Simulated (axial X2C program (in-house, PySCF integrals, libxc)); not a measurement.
Which molecule has these constants?

All values come from calculations with an axial X2C code built on PySCF integrals, spin-free (one-electron X2C) or two-component (2c: spin–orbit coupling with atomic mean-field Coulomb and Gaunt terms, which also bring small scalar terms), in Dyall basis sets with cores contracted in-house; open shells are unrestricted.

A two-component PBE0 calculation in a Dyall 3-zeta basis gave Re = 1.986 Å, ωe = 542.9 cm⁻¹, De = 1.87 eV, Ω = 1.

Which molecule is it?
A. BC⁻
B. LiC⁻
C. CN⁻
D. CF⁻
E. CO⁻

B. The others have CF⁻ 1.408 Å and 846.6 cm⁻¹ (Ω = 1); CN⁻ 1.171 Å and 2148.4 cm⁻¹ (Ω = 0); CO⁻ 1.144 Å and 1897.1 cm⁻¹ (Ω = 1/2); BC⁻ 1.426 Å and 1355.3 cm⁻¹ (Ω = 2).

Each entry is the lowest single determinant of a limited PBE0 search at one distance. De goes to single-determinant-based atoms at the same level (for ions the charge split of lowest energy) and is withheld (n/a) where an atom does not fit its ground term or J level. Main or longest-lived isotopes. One determinant is a doubtful description, or other states lie close, for LiC⁻, CF⁻, CO⁻, BC⁻; these need not be ground states, and all values refer to the states named. Some open-shell Ω = 0 determinants are out of reach, so the Ω given for LiC⁻, CF⁻, BC⁻ need not be the lowest component. With several unpaired electrons the Ω given is that of one determinant, not necessarily of the lowest component. Some light 2c atoms are not at their ground J level, so De misses part of their lowering (0.04 eV or less). The functionals have no current term, which raises determinants with orbital currents.
